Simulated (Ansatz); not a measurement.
This Ansatz (a program for electronic structure) input (MP2/pcseg-4) gives -859.26985 Eh with 393 basis functions. A basis named .json is the Basis Set Exchange file of that set (core-valence sets with the plain set on hydrogen).

Ansatz 0.2 input:
```yaml
crystal:
  periodic: [false, false, false]
  atoms:
    - {symbol: Cl, position_ang: [-1.91163600, -0.00001100, 0.00349800]}
    - {symbol: H, position_ang: [-0.62731700, -0.00005800, -0.10405100]}
    - {symbol: S, position_ang: [1.84252900, 0.00001300, -0.10154300]}
    - {symbol: H, position_ang: [1.82277900, -0.96181000, 0.83465000]}
    - {symbol: H, position_ang: [1.82187700, 0.96186000, 0.83462200]}
basis:
  gaussian:
    orbitals: pcseg-4.json
magnetization: {spin_polarized: false}
correlation: {method: mp2, electrons: outside_noble_gas}
```

Change:
```diff
- orbitals: pcseg-4.json
+ orbitals: cc-pV_5+d_Z.json
```

Problem. What does the run give now?

Solution. -859.28295 Eh (MP2/cc-pV(5+d)Z, 365 functions), a change of -13.10 mEh.
